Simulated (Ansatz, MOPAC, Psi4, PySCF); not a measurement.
Reaction (SMILES): C(C)C [propane] -> C[CH]C + H atom (the C-H bond breaks)

Quantity: bond dissociation energy (enthalpy at 298 K), in kcal/mol. Terms: UHF or UKS for open shells; dispersion terms only where a functional's name holds one; non-relativistic; valence correlation only; six Cartesian d functions in 6-31G* and its kin unless marked 5d; no spin-orbit coupling; 6-311+G** with 5d. Basis-set limits of correlation are two-point, X^-3; Hartree-Fock from the larger set. The bracket is a focal-point correction in the basis named. Ab initio and DFT rows: single points at B3LYP-D3(BJ) geometries (Ansatz, a quantum-chemistry and plane-wave program), with unscaled harmonic terms from B3LYP/6-31G* at its own minima. Semi-empirical rows: MOPAC heats of formation at their own minima for 298 K.

Measured values: Active Thermochemical Tables 1.112 (ions: stationary electron), as tabulated in the package chemicals; G2/97 table in ASE (Curtiss et al.); they hold spin-orbit and core effects, anharmonicity. 

Value to compare with, the measured value: 98.6 kcal/mol.

```json
[
 {"level": "AM1", "program": "MOPAC", "bond dissociation energy (enthalpy at 298 K) (kcal/mol)": "79.7", "error": "-18.9"},
 {"level": "PM3", "program": "MOPAC", "bond dissociation energy (enthalpy at 298 K) (kcal/mol)": "77.7", "error": "-20.9"},
 {"level": "HF/6-311+G**", "program": "Ansatz", "bond dissociation energy (enthalpy at 298 K) (kcal/mol)": "72.7", "error": "-25.9"},
 {"level": "SVWN5/6-31G*", "program": "Ansatz", "bond dissociation energy (enthalpy at 298 K) (kcal/mol)": "106.1", "error": "7.5"},
 {"level": "PBE/STO-3G", "program": "Ansatz", "bond dissociation energy (enthalpy at 298 K) (kcal/mol)": "124.2", "error": "25.6"},
 {"level": "BLYP/6-31G*", "program": "Ansatz", "bond dissociation energy (enthalpy at 298 K) (kcal/mol)": "94.5", "error": "-4.1"},
 {"level": "B3LYP/STO-3G", "program": "Ansatz", "bond dissociation energy (enthalpy at 298 K) (kcal/mol)": "124.9", "error": "26.3"},
 {"level": "B3LYP/6-31G*", "program": "Ansatz", "bond dissociation energy (enthalpy at 298 K) (kcal/mol)": "96.2", "error": "-2.4"},
 {"level": "B3LYP/6-31+G*", "program": "Ansatz", "bond dissociation energy (enthalpy at 298 K) (kcal/mol)": "95.3", "error": "-3.3"},
 {"level": "B3LYP/cc-pVDZ", "program": "Ansatz", "bond dissociation energy (enthalpy at 298 K) (kcal/mol)": "94.2", "error": "-4.4"},
 {"level": "B3LYP/6-311+G**", "program": "Ansatz", "bond dissociation energy (enthalpy at 298 K) (kcal/mol)": "94.7", "error": "-3.9"},
 {"level": "M06-2X/6-31G* (5d)", "program": "PySCF", "bond dissociation energy (enthalpy at 298 K) (kcal/mol)": "98.5", "error": "-0.1"},
 {"level": "wB97X-D/6-31G*", "program": "Psi4", "bond dissociation energy (enthalpy at 298 K) (kcal/mol)": "97.8", "error": "-0.8"},
 {"level": "MP2/STO-3G", "program": "Ansatz", "bond dissociation energy (enthalpy at 298 K) (kcal/mol)": "112.1", "error": "13.5"},
 {"level": "r2SCAN-D4/def2-TZVPD", "program": "Ansatz + dftd4", "bond dissociation energy (enthalpy at 298 K) (kcal/mol)": "91.6", "error": "-7.0"},
 {"level": "PBE0/def2-TZVPD", "program": "Ansatz", "bond dissociation energy (enthalpy at 298 K) (kcal/mol)": "93.0", "error": "-5.6"},
 {"level": "B2PLYP-D3(BJ)/def2-TZVPD", "program": "Ansatz + dftd3", "bond dissociation energy (enthalpy at 298 K) (kcal/mol)": "95.5", "error": "-3.1"},
 {"level": "RI-MP2/CBS(cc-pVTZ,cc-pVQZ)+[CCSD(T)-MP2]/cc-pVTZ", "program": "Ansatz", "bond dissociation energy (enthalpy at 298 K) (kcal/mol)": "99.1", "error": "0.5"}
]
```

4 of the 14 habitual levels lie above the measured value; their mean absolute error is 11.3 kcal/mol, the median 6.0.

The levels are drawn from those run, B3LYP/6-31G* more often than the rest, none by its result; runs whose electronic state is in doubt are left out.
